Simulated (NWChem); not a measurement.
## Basis-set convergence for dimethyl sulfide (C$_{2}$H$_{6}$S)

SMILES: CSC
```xyz
9

C     -1.3791     0.0000     0.5069
S      0.0000     0.0000    -0.6547
C      1.3791     0.0000     0.5069
H     -1.3742     0.8990     1.1429
H     -2.3023     0.0000    -0.0896
H     -1.3742    -0.8990     1.1429
H      1.3742     0.8990     1.1429
H      2.3023     0.0000    -0.0896
H      1.3742    -0.8990     1.1429
```
Charge 0, spin multiplicity 1.

The numbers come from NWChem runs, not from measurements. All single points use one geometry, from PBE0/def2-SVP, a minimum by its harmonic frequencies.

Quantity: vertical ionisation energy at the level ΔPBE0 (Δ: difference of total energies, the cation a doublet at the parent's geometry with its hole in an orbital of symmetry b2 (C2v labels); it is the state that the SCF runs reached, from PBE0 orbitals for Hartree-Fock references, and need not be the lowest).

The Pople sets run with spherical d functions. The stability of the SCF solutions was not checked.

Relative cost: rough, from shared machines, SCF included, STO-3G = 1.

```csv
basis,functions,vertical ionisation energy (eV),relative cost
STO-3G,25,?,1
3-21G,43,?,under 3
6-31+G*,70,8.63,under 3
cc-pVDZ,76,8.58,4
pcseg-1,76,?,under 3
def2-SVPD,115,8.63,4
6-311++G**,116,8.63,4
def2-TZVP,135,8.56,7
pcseg-2,178,8.58,10
def2-TZVPP,188,8.55,10
```

Problem. Fill in the missing entries.

Solution. 
- STO-3G, vertical ionisation energy (eV): 6.46
- 3-21G, vertical ionisation energy (eV): 8.76
- pcseg-1, vertical ionisation energy (eV): 8.69
